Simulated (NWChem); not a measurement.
Program: NWChem. System: ClNa, charge 0, spin multiplicity 1, at a geometry optimised with PBE/def2-SVP. The structure started from a generated list of species. Level: TPSS/def2-QZVP.

Job file:

```
start mol
memory heap 200 mb stack 900 mb global 1100 mb
geometry units angstroms nocenter noautoz
  Na     0.000000     0.000000    -1.425345
  Cl     0.000000     0.000000     0.922282
  symmetry group C2v
end
basis spherical
  * library def2-qzvp
end
dft
  xc xtpss03 ctpss03
  semidirect memsize 60000000 filesize 0
  iterations 100
  grid fine
end
task dft energy
```

Part of the output:

```
             Northwest Computational Chemistry Package (NWChem) 7.3.0
             --------------------------------------------------------

                                NWChem Input Module
                                -------------------

 Scaling coordinates for geometry "geometry" by  1.889725989
 (inverse scale =  0.529177249)

 Turning off AUTOSYM since
 SYMMETRY directive was detected!

                             Geometry "geometry" -> ""
                             -------------------------

 Output coordinates in angstroms (scale by  1.889725989 to convert to a.u.)

  No.       Tag          Charge          X              Y              Z
 ---- ---------------- ---------- -------------- -------------- --------------
    1 Na                  11.0000     0.00000000     0.00000000    -1.42534500
    2 Cl                  17.0000     0.00000000     0.00000000     0.92228200

 Effective nuclear repulsion energy (a.u.)      42.1515622213

            Nuclear Dipole moment (a.u.)
            ----------------------------
        X                 Y               Z
 ---------------- ---------------- ----------------
     0.0000000000     0.0000000000    -0.0000018897

      Symmetry information
      --------------------

 Group name             C2v
 Group number             16
 Group order               4
 No. of unique centers     2

      Symmetry unique atoms

     1    2


 Summary of "ao basis" -> "" (spherical)
 ------------------------------------------------------------------------------
       Tag                 Description            Shells   Functions and Types
 ---------------- ------------------------------  ------  ---------------------
 *                         def2-qzvp                  on all atoms

                                 NWChem DFT Module
                                 -----------------

 Summary of "ao basis" -> "ao basis" (spherical)
 ------------------------------------------------------------------------------
       Tag                 Description            Shells   Functions and Types
 ---------------- ------------------------------  ------  ---------------------
 Na                        def2-qzvp                18       46   9s5p3d1f
 Cl                        def2-qzvp                22       70   9s6p4d2f1g

 Summary of "ao basis" -> "ao basis" (spherical)
 ------------------------------------------------------------------------------
       Tag                 Description            Shells   Functions and Types
 ---------------- ------------------------------  ------  ---------------------
 Na                        def2-qzvp                18       46   9s5p3d1f
 Cl                        def2-qzvp                22       70   9s6p4d2f1g

      Symmetry analysis of basis
      --------------------------

        a1         52
        a2         12
        b1         26
        b2         26

            General Information
            -------------------
          SCF calculation type: DFT
          Wavefunction type:  closed shell.
          No. of atoms     :     2
          No. of electrons :    28
           Alpha electrons :    14
            Beta electrons :    14
          Charge           :     0
          Spin multiplicity:     1
          Use of symmetry is: on ; symmetry adaption is: on
          Maximum number of iterations: 100
          AO basis - number of functions:   116
                     number of shells:    40
          Convergence on energy requested:  1.00D-06
          Convergence on density requested:  1.00D-05
          Convergence on gradient requested:  5.00D-04

              XC Information
              --------------
                  TPSS metaGGA Exchange Functional  1.000
             TPSS03 metaGGA Correlation Functional  1.000

             Grid Information
             ----------------
          Grid used for XC integration:  fine
          Radial quadrature: Mura-Knowles
          Angular quadrature: Lebedev.
          Tag              B.-S. Rad. Rad. Pts. Rad. Cut. Ang. Pts.
          ---              ---------- --------- --------- ---------
          Na                  1.80      123          14.0       770
          Cl                  1.00      123          12.0       770
          Grid pruning is: on
          Number of quadrature shells:   246
          Spatial weights used:  Erf1

          Convergence Information
          -----------------------
          Convergence aids based upon iterative change in
          total energy or number of iterations.
          Levelshifting, if invoked, occurs when the
          HOMO/LUMO gap drops below (HL_TOL):  1.00D-02
          DIIS, if invoked, will attempt to extrapolate
          using up to (NFOCK): 10 stored Fock matrices.

                    Damping( 0%)  Levelshifting(0.5)       DIIS
                  --------------- ------------------- ---------------
          dE  on:    start            ASAP                start
          dE off:    2 iters        100 iters           100 iters

      Screening Tolerance Information
      -------------------------------
          Density screening/tol_rho:  1.00D-10
          AO Gaussian exp screening on grid/accAOfunc:  14
          CD Gaussian exp screening on grid/accCDfunc:  20
          XC Gaussian exp screening on grid/accXCfunc:  20
          Schwarz screening/accCoul:  1.00D-08

      Superposition of Atomic Density Guess
      -------------------------------------

 Sum of atomic energies:        -621.34873341

      Non-variational initial energy
      ------------------------------

 Total energy =    -621.233213
 1-e energy   =    -946.728703
 2-e energy   =     283.343928
 HOMO         =      -0.451608
 LUMO         =      -0.051816

      Symmetry analysis of molecular orbitals - initial
      -------------------------------------------------

 !! scf_movecs_sym_adapt:   76 vectors were symmetry contaminated

  Symmetry fudging

 !! scf_movecs_sym_adapt:   72 vectors were symmetry contaminated

  Numbering of irreducible representations:

     1 a1          2 a2          3 b1          4 b2

  Orbital symmetries:

     1 a1          2 a1          3 a1          4 a1          5 b2
     6 b1          7 a1          8 a1          9 b1         10 b2
    11 a1         12 a1         13 b1         14 b2         15 a1
    16 b1         17 b2         18 a1         19 a1         20 b1
    21 b2         22 a1         23 a1         24 a1

------------------------------------------------------------
EAF file 0: "./mol.aoints.0" size=524288 bytes
------------------------------------------------------------
               write      read    awrite     aread      wait
               -----      ----    ------     -----      ----
     calls:        1         0         0         0         0
   data(b): 5.24e+05  0.00e+00  0.00e+00  0.00e+00
   time(s): 0.00e+00  0.00e+00  0.00e+00  0.00e+00  0.00e+00
rate(mb/s): 0.00e+00  0.00e+00
------------------------------------------------------------

 !! scf_movecs_sym_adapt:   52 vectors were symmetry contaminated

  Symmetry fudging

 !! scf_movecs_sym_adapt:   50 vectors were symmetry contaminated

   convergence    iter        energy       DeltaE   RMS-Dens  Diis-err    time
 ---------------- ----- ----------------- --------- --------- ---------  ------
 d= 0,ls=0.0,diis     1   -622.5903444717 -6.65D+02  7.92D-03  1.50D+00     4.6

 !! scf_movecs_sym_adapt:   52 vectors were symmetry contaminated

  Symmetry fudging

 !! scf_movecs_sym_adapt:   52 vectors were symmetry contaminated

 d= 0,ls=0.0,diis     2   -622.5008723607  8.95D-02  7.51D-03  8.08D-01     4.9

 !! scf_movecs_sym_adapt:   52 vectors were symmetry contaminated

  Symmetry fudging

 !! scf_movecs_sym_adapt:   46 vectors were symmetry contaminated

 d= 0,ls=0.0,diis     3   -622.5806269736 -7.98D-02  2.54D-03  3.89D-01     5.3

 !! scf_movecs_sym_adapt:   52 vectors were symmetry contaminated

  Symmetry fudging

 !! scf_movecs_sym_adapt:   52 vectors were symmetry contaminated

 d= 0,ls=0.0,diis     4   -622.6288551875 -4.82D-02  6.84D-04  5.94D-03     5.6

 !! scf_movecs_sym_adapt:   52 vectors were symmetry contaminated

  Symmetry fudging

 !! scf_movecs_sym_adapt:   50 vectors were symmetry contaminated

 d= 0,ls=0.0,diis     5   -622.6300415212 -1.19D-03  1.24D-04  4.48D-04     5.9

 !! scf_movecs_sym_adapt:   54 vectors were symmetry contaminated

  Symmetry fudging

 !! scf_movecs_sym_adapt:   52 vectors were symmetry contaminated

  Resetting Diis
 d= 0,ls=0.0,diis     6   -622.6300726229 -3.11D-05  4.73D-05  9.10D-05     6.2

 !! scf_movecs_sym_adapt:   54 vectors were symmetry contaminated

  Symmetry fudging

 !! scf_movecs_sym_adapt:   48 vectors were symmetry contaminated

 d= 0,ls=0.0,diis     7   -622.6300852256 -1.26D-05  1.01D-05  1.80D-06     6.5

 !! scf_movecs_sym_adapt:   52 vectors were symmetry contaminated

  Symmetry fudging

 !! scf_movecs_sym_adapt:   52 vectors were symmetry contaminated

 d= 0,ls=0.0,diis     8   -622.6300851875  3.81D-08  5.49D-06  2.13D-06     6.8

         Total DFT energy =     -622.630085187505
      One electron energy =     -949.428269599668
           Coulomb energy =      327.442412527619
    Exchange-Corr. energy =      -42.795790336773
 Nuclear repulsion energy =       42.151562221317

 Numeric. integr. density =       27.999999983700

     Total iterative time =      5.3s

                  Occupations of the irreducible representations
                  ----------------------------------------------

                     irrep           alpha         beta
                     --------     --------     --------
                     a1                8.0          8.0
                     a2                0.0          0.0
                     b1                3.0          3.0
                     b2                3.0          3.0

                       DFT Final Molecular Orbital Analysis
                       ------------------------------------

 Vector   12  Occ=2.000000D+00  E=-2.118398D-01  Symmetry=a1
              MO Center=  4.2D-16,  3.6D-16,  8.1D-01, r^2= 1.5D+00
   Bfn.  Coefficient  Atom+Function         Bfn.  Coefficient  Atom+Function
  ----- ------------  ---------------      ----- ------------  ---------------
    70      0.411646  2 Cl pz                67      0.357657  2 Cl pz
    58     -0.263804  2 Cl pz                73      0.204723  2 Cl pz
     7     -0.175024  1 Na s                 64      0.145904  2 Cl pz
    12      0.088332  1 Na pz                 5      0.085265  1 Na s
    54      0.075186  2 Cl s                  4      0.035342  1 Na s

 Vector   13  Occ=2.000000D+00  E=-1.950609D-01  Symmetry=b1
              MO Center= -7.9D-16,  4.2D-32,  8.6D-01, r^2= 1.4D+00
   Bfn.  Coefficient  Atom+Function         Bfn.  Coefficient  Atom+Function
  ----- ------------  ---------------      ----- ------------  ---------------
    68      0.411832  2 Cl px                65      0.370764  2 Cl px
    56     -0.269042  2 Cl px                71      0.216560  2 Cl px
    62      0.148914  2 Cl px                10     -0.037670  1 Na px
    19      0.035740  1 Na px                16      0.031550  1 Na px

 Vector   14  Occ=2.000000D+00  E=-1.950609D-01  Symmetry=b2
              MO Center=  2.4D-30,  1.5D-16,  8.6D-01, r^2= 1.4D+00
   Bfn.  Coefficient  Atom+Function         Bfn.  Coefficient  Atom+Function
  ----- ------------  ---------------      ----- ------------  ---------------
    69      0.411832  2 Cl py                66      0.370764  2 Cl py
    57     -0.269042  2 Cl py                72      0.216560  2 Cl py
    63      0.148914  2 Cl py                11     -0.037670  1 Na py
    20      0.035740  1 Na py                17      0.031550  1 Na py

 Vector   15  Occ=0.000000D+00  E=-7.765989D-02  Symmetry=a1
              MO Center=  2.4D-15,  5.3D-15, -2.4D+00, r^2= 5.5D+00
   Bfn.  Coefficient  Atom+Function         Bfn.  Coefficient  Atom+Function
  ----- ------------  ---------------      ----- ------------  ---------------
     7      0.558524  1 Na s                  8      0.256814  1 Na s
     9      0.241939  1 Na s                 21     -0.217752  1 Na pz
    18     -0.139513  1 Na pz                 5     -0.135225  1 Na s
    12      0.105246  1 Na pz                 6     -0.093265  1 Na s
    70      0.088171  2 Cl pz                67      0.087098  2 Cl pz

 Vector   16  Occ=0.000000D+00  E=-5.719123D-03  Symmetry=b2
              MO Center= -1.7D-30, -2.8D-15, -1.7D+00, r^2= 1.5D+01
   Bfn.  Coefficient  Atom+Function         Bfn.  Coefficient  Atom+Function
  ----- ------------  ---------------      ----- ------------  ---------------
    23      0.625954  1 Na py                20      0.366733  1 Na py
    17      0.159007  1 Na py                72     -0.125171  2 Cl py
    11     -0.103572  1 Na py                36     -0.103943  1 Na d -1
    66     -0.084029  2 Cl py                57      0.045767  2 Cl py
    69     -0.037846  2 Cl py

 Vector   17  Occ=0.000000D+00  E=-5.719123D-03  Symmetry=b1
              MO Center= -2.5D-15, -1.3D-31, -1.7D+00, r^2= 1.5D+01
   Bfn.  Coefficient  Atom+Function         Bfn.  Coefficient  Atom+Function
  ----- ------------  ---------------      ----- ------------  ---------------
    22      0.625954  1 Na px                19      0.366733  1 Na px
    16      0.159007  1 Na px                71     -0.125171  2 Cl px
    10     -0.103572  1 Na px                38      0.103943  1 Na d  1
    65     -0.084029  2 Cl px                56      0.045767  2 Cl px
    68     -0.037846  2 Cl px

 center of mass
 --------------
 x =   0.00000000 y =   0.00000000 z =  -0.01686498

 moments of inertia (a.u.)
 ------------------
         272.994655667946           0.000000000000           0.000000000000
           0.000000000000         272.994655667946           0.000000000000
           0.000000000000           0.000000000000           0.000000000000

     Multipole analysis of the density
     ---------------------------------

     L   x y z        total         alpha         beta         nuclear
     -   - - -        -----         -----         ----         -------
     0   0 0 0     -0.000000    -14.000000    -14.000000     28.000000

     1   1 0 0     -0.000000     -0.000000     -0.000000      0.000000
     1   0 1 0     -0.000000     -0.000000     -0.000000      0.000000
     1   0 0 1     -3.362041     -1.681019     -1.681019     -0.000002

     2   2 0 0    -14.479567     -7.239783     -7.239783      0.000000
     2   1 1 0     -0.000000     -0.000000     -0.000000      0.000000
     2   1 0 1     -0.000000     -0.000000     -0.000000      0.000000
     2   0 2 0    -14.479567     -7.239783     -7.239783      0.000000
     2   0 1 1     -0.000000     -0.000000     -0.000000      0.000000
     2   0 0 2     -8.288491    -69.866044    -69.866044    131.443598

 Task  times  cpu:        6.8s     wall:        6.8s

 Total times  cpu:        6.9s     wall:        6.9s
```
